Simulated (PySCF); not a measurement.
**C2H3FO (acetyl fluoride): levels of theory compared**

Aim: a comparison of 6 runs (BHLYP/aug-cc-pVDZ, BLYP/aug-cc-pVDZ, M06-2X/aug-cc-pVDZ, PBE0/aug-cc-pVDZ, TPSS/aug-cc-pVDZ, CCSD(T)/aug-cc-pVDZ) of C2H3FO (acetyl fluoride). The job is set up through a Python script.

Program for the calculation: PySCF 2.14.0.

1 further run of the same task is left out (set aside as unsound or not needed).

## 1. The structure to begin with

C2H3FO: 7 atoms, total charge 0, spin state singlet. As SMILES, `CC(=O)F`. Geometry: relaxed at GFN2-xTB.

Bond lengths: C1–C2 1.485 Å, C2–O3 1.178 Å, C2–F4 1.369 Å, C1–H5 1.085 Å, C1–H6 1.089 Å, C1–H7 1.089 Å. Angles: C1–C2–O3 130.8°, C1–C2–F4 110.2°, O3–C2–F4 119.0°, C2–C1–H5 110.1°, C2–C1–H6 109.3°, C2–C1–H7 109.1°, H5–C1–H6 110.5°, H5–C1–H7 110.2°, H6–C1–H7 107.7°.

## 2. The energy at BHLYP/aug-cc-pVDZ (run 1)

job.py reads:

```python
from pyscf import gto, dft

molecule = gto.Mole()
molecule.atom = [
    ('C', (0.487480, 0.014070, 0.446580)),
    ('C', (-0.696460, -0.034420, -0.448050)),
    ('O', (-1.843570, -0.137060, -0.201820)),
    ('F', (-0.304710, 0.066810, -1.755740)),
    ('H', (0.179210, -0.110540, 1.479800)),
    ('H', (1.186800, -0.769790, 0.161010)),
    ('H', (0.991240, 0.970930, 0.318210)),
]
molecule.verbose = 3
molecule.basis = 'aug-cc-pvdz'
molecule.charge = 0
molecule.max_memory = 1860
molecule.build()

mf = dft.RKS(molecule, xc='bhandhlyp')
mf.grids.level = 5
mf.conv_tol = 1e-10
mf.kernel()
if not mf.converged:
    mf = mf.newton().run(mf.mo_coeff, mf.mo_occ)

energy = mf.e_tot
print('E = %.10f Eh' % energy)
```

Command:

```console
OMP_NUM_THREADS=1 python job.py
```

What it wrote:

```text
converged SCF energy = -253.006099922589
E = -253.0060999226 Eh
```

It took 24 s on 1 thread of Arm Neoverse V2, shared host; peak memory 0.64 GiB.

## 3. A single-point energy at BLYP/aug-cc-pVDZ (run 2)

job.py reads:

```python
# CC(=O)F
from pyscf import gto, dft

mol = gto.M(
    atom='''
C      0.921204     0.026588     0.843914
C     -1.316119    -0.065044    -0.846692
O     -3.483842    -0.259006    -0.381385
F     -0.575818     0.126253    -3.317868
H      0.338658    -0.208890     2.796417
H      2.242727    -1.454692     0.304265
H      1.873172     1.834792     0.601330
''',
    max_memory=1860,
    basis='aug-cc-pvdz',
    unit='bohr',
    verbose=4,
)

mf = dft.RKS(mol, xc='blyp')
mf.grids.level = 5
mf.conv_tol = 1e-10
mf.kernel()
if not mf.converged:
    mf = mf.newton().run(mf.mo_coeff, mf.mo_occ)

e_final = mf.e_tot
print(f'total energy: {e_final:.8f} hartree')
```

Command:

```console
OMP_NUM_THREADS=1 python job.py
```

What it wrote:

```text
PySCF version 2.14.0

[... 79 lines left out ...]
converged SCF energy = -253.0774918242
total energy: -253.07749182 hartree
```

Run time: 22 s. Hardware: 1 thread of Arm Neoverse V2, shared host; peak memory 0.64 GiB.

Run 3 isn't shown in full; the table further down has it.

## 4. A single-point energy at PBE0/aug-cc-pVDZ (run 4)

run.py reads:

```python
from pyscf import gto, dft

mol = gto.Mole()
mol.atom = [
    ('C', (0.487480, 0.014070, 0.446580)),
    ('C', (-0.696460, -0.034420, -0.448050)),
    ('O', (-1.843570, -0.137060, -0.201820)),
    ('F', (-0.304710, 0.066810, -1.755740)),
    ('H', (0.179210, -0.110540, 1.479800)),
    ('H', (1.186800, -0.769790, 0.161010)),
    ('H', (0.991240, 0.970930, 0.318210)),
]
mol.max_memory = 1860
mol.spin = 0
mol.basis = 'aug-cc-pvdz'
mol.verbose = 4
mol.build()

mf = dft.RKS(mol)
mf.xc = 'pbe0'
mf.grids.level = 5
mf.conv_tol = 1e-10
mf.kernel()
if not mf.converged:
    mf = mf.newton().run(mf.mo_coeff, mf.mo_occ)

energy = mf.e_tot
print('Final energy', energy)
```

Command:

```console
OMP_NUM_THREADS=1 python run.py
```

What it wrote:

```text
PySCF version 2.14.0

[INPUT] num. atoms = 7
[INPUT] num. electrons = 32
[INPUT] charge = 0
[INPUT] spin (= nelec alpha-beta = 2S) = 0
[INPUT] symmetry False subgroup None
[INPUT] Mole.unit = angstrom
[INPUT] Symbol           X                Y                Z      unit          X                Y                Z       unit  Magmom
[INPUT]  1 C      0.487480000000   0.014070000000   0.446580000000 AA    0.921203691203   0.026588446573   0.843913892708 Bohr   0.0
[INPUT]  2 C     -0.696460000000  -0.034420000000  -0.448050000000 AA   -1.316118656715  -0.065044373208  -0.846691790111 Bohr   0.0
[INPUT]  3 O     -1.843570000000  -0.137060000000  -0.201820000000 AA   -3.483842391464  -0.259005862633  -0.381384526460 Bohr   0.0
[INPUT]  4 F     -0.304710000000   0.066810000000  -1.755740000000 AA   -0.575818447416   0.126252602382  -3.317867745944 Bohr   0.0
[INPUT]  5 H      0.179210000000  -0.110540000000   1.479800000000 AA    0.338657818783  -0.208890325809   2.796416719131 Bohr   0.0
[INPUT]  6 H      1.186800000000  -0.769790000000   0.161010000000 AA    2.242726964634  -1.454692273429   0.304264803316 Bohr   0.0
[INPUT]  7 H      0.991240000000   0.970930000000   0.318210000000 AA    1.873172123714   1.834791786124   0.601329750098 Bohr   0.0

nuclear repulsion = 118.936869566963
number of shells = 47
number of NR pGTOs = 173
number of NR cGTOs = 119
basis = aug-cc-pvdz
ecp = {}

******** <class 'pyscf.dft.rks.RKS'> ********
method = RKS
initial guess = minao
damping factor = 0
level_shift factor = 0
DIIS = <class 'pyscf.scf.diis.CDIIS'>
diis_start_cycle = 1
diis_space = 8
diis_damp = 0
SCF conv_tol = 1e-10
SCF conv_tol_grad = None
SCF max_cycles = 50
direct_scf = True
direct_scf_tol = 1e-13
XC library pyscf.dft.libxc version 7.0.0
    S. Lehtola, C. Steigemann, M. J.T. Oliveira, and M. A.L. Marques.,  SoftwareX 7, 1–5 (2018)
XC functionals = pbe0
radial grids:
    Treutler-Ahlrichs [JCP 102, 346 (1995); DOI:10.1063/1.469408] (M4) radial grids

becke partition: Becke, JCP 88, 2547 (1988); DOI:10.1063/1.454033
pruning grids: <function nwchem_prune>
grids dens level: 5
symmetrized grids: False
atomic radii adjust function: <function treutler_atomic_radii_adjust>
small_rho_cutoff = 0
Set gradient conv threshold to 1e-05
Initial guess from minao.
tot grids = 243432
init E= -253.318834696531
  HOMO = -0.394214153177852  LUMO = -0.0623613705126091  gap/eV = 9.03017
cycle= 1 E= -252.728682410168  delta_E= 0.59  |g|= 0.837  |ddm|= 3.27
  HOMO = -0.204758880367452  LUMO = -0.0145681043081103  gap/eV = 5.17535
cycle= 2 E= -252.352989955896  delta_E= 0.376  |g|= 1.65  |ddm|= 1.99
  HOMO = -0.33539834243798  LUMO = -0.0209250228820155  gap/eV = 8.55725
cycle= 3 E= -252.855984662203  delta_E= -0.503  |g|= 0.214  |ddm|=  1.5
  HOMO = -0.329683941971141  LUMO = -0.019580181524752  gap/eV = 8.43835
cycle= 4 E= -252.863742260989  delta_E= -0.00776  |g|= 0.068  |ddm|= 0.17
  HOMO = -0.334253581669905  LUMO = -0.0213687571657841  gap/eV = 8.51403
cycle= 5 E= -252.864421451964  delta_E= -0.000679  |g|= 0.0193  |ddm|= 0.0477
  HOMO = -0.3332154351384  LUMO = -0.0196026934400706  gap/eV = 8.53384
cycle= 6 E= -252.864504502347  delta_E= -8.31e-05  |g|= 0.00345  |ddm|= 0.0186
  HOMO = -0.333324631014842  LUMO = -0.0193514858472552  gap/eV = 8.54364
cycle= 7 E= -252.86450687245  delta_E= -2.37e-06  |g|= 0.00079  |ddm|= 0.00401
  HOMO = -0.333534426155109  LUMO = -0.0195062826235439  gap/eV = 8.54514
cycle= 8 E= -252.8645070056  delta_E= -1.33e-07  |g|= 0.000224  |ddm|= 0.00078
  HOMO = -0.333509798218014  LUMO = -0.0194723029831536  gap/eV = 8.54540
cycle= 9 E= -252.864507017511  delta_E= -1.19e-08  |g|= 2.1e-05  |ddm|= 0.000315
  HOMO = -0.333511819247683  LUMO = -0.019473342099138  gap/eV = 8.54542
cycle= 10 E= -252.864507017636  delta_E= -1.25e-10  |g|= 3.84e-06  |ddm|= 3.06e-05
  HOMO = -0.333511392609978  LUMO = -0.0194729620198615  gap/eV = 8.54542
cycle= 11 E= -252.864507017639  delta_E= -3.47e-12  |g|= 1.89e-06  |ddm|= 6.33e-06
  HOMO = -0.333511962386448  LUMO = -0.019473060260812  gap/eV = 8.54543
Extra cycle  E= -252.864507017639  delta_E= 5.12e-13  |g|= 3.64e-06  |ddm|= 4.46e-06
converged SCF energy = -252.864507017639
Final energy -252.86450701763854
```

It took 37 s on 1 thread of Arm Neoverse V2, shared host; peak memory 0.64 GiB.

Run 5 isn't shown in full; the table further down has it.

## 5. The energy at CCSD(T)/aug-cc-pVDZ (run 6)

run.py, as its differences from that of step 4:

```diff
@@ -1,2 +1,2 @@
-from pyscf import gto, dft
+from pyscf import gto, scf, cc
 
@@ -13,10 +13,8 @@
 mol.max_memory = 1860
-mol.spin = 0
 mol.basis = 'aug-cc-pvdz'
 mol.verbose = 4
+mol.spin = 0
 mol.build()
 
-mf = dft.RKS(mol)
-mf.xc = 'pbe0'
-mf.grids.level = 5
+mf = scf.RHF(mol)
 mf.conv_tol = 1e-10
@@ -26,3 +24,6 @@
 
-energy = mf.e_tot
-print('Final energy', energy)
+mycc = cc.CCSD(mf, frozen=4)
+mycc.kernel()
+e_t = mycc.ccsd_t()
+e_tot = mycc.e_tot + e_t
+print('E(%s) = %.9f' % ('CCSD(T)', e_tot))
```

Command:

```console
OMP_NUM_THREADS=1 python run.py
```

What it wrote:

```text
PySCF version 2.14.0

[... 65 lines left out ...]
converged SCF energy = -251.832734095549
[... 12 lines left out ...]
Init t2, MP2 energy = -252.507620010627  E_corr(MP2) -0.674885915078359
[... 12 lines left out ...]
CCSD converged
[... 2 lines left out ...]
E(CCSD(T)) = -252.551489297
```

Run time: 2.8 min. Hardware: 1 thread of Arm Neoverse V2, shared host; peak memory 1.8 GiB.

## 6. The series

```
run                level  integration grid  frozen core orbitals  energy (Eh)  dipole moment (D) of the reference  HOMO energy (eV)  LUMO energy (eV)  wall time
  1    BHLYP/aug-cc-pVDZ                 5                     –  -253.006100                                3.20            -10.76              0.03       24 s
  2     BLYP/aug-cc-pVDZ                 5                     –  -253.077492                                2.95             -7.28             -1.62       22 s
  3   M06-2X/aug-cc-pVDZ                 5                     –  -253.034718                                3.09            -10.72             -0.22       50 s
  4     PBE0/aug-cc-pVDZ                 5                     –  -252.864507                                3.06             -9.08             -0.53       37 s
  5     TPSS/aug-cc-pVDZ                 5                     –  -253.163097                                2.94             -7.43             -1.53       52 s
  6  CCSD(T)/aug-cc-pVDZ                 –                     4  -252.551489                                3.38            -13.42              0.81    2.8 min
```

## 7. Summary of results

| quantity | value |
| --- | --- |
| run 6: total energy | -252.55149 Eh |
| run 6: dipole moment (Hartree–Fock density) | 3.38 D |
| run 6: HOMO energy (Hartree–Fock orbitals) | -13.42 eV |
| run 6: LUMO energy (Hartree–Fock orbitals) | 0.81 eV |
| run 6: HOMO–LUMO gap (Hartree–Fock orbitals) | 14.24 eV |
| run 6: correlation energy (4 core orbitals frozen) | -718.8 mEh |
| run 6: (T) correction | -23.33 mEh |
| run 6: T1 diagnostic | 0.015 |

In words: Over runs 1, 2, 3, 4, 5 the dipole moment (its size) runs from 2.94 D (TPSS/aug-cc-pVDZ) to 3.20 D (BHLYP/aug-cc-pVDZ). Over runs 1, 2, 3, 4, 5 the HOMO–LUMO gap runs from 5.66 eV (BLYP/aug-cc-pVDZ) to 10.79 eV (BHLYP/aug-cc-pVDZ). Totals of different functionals can't be ranked against each other. All runs together took 5.9 min, the longest 2.8 min.
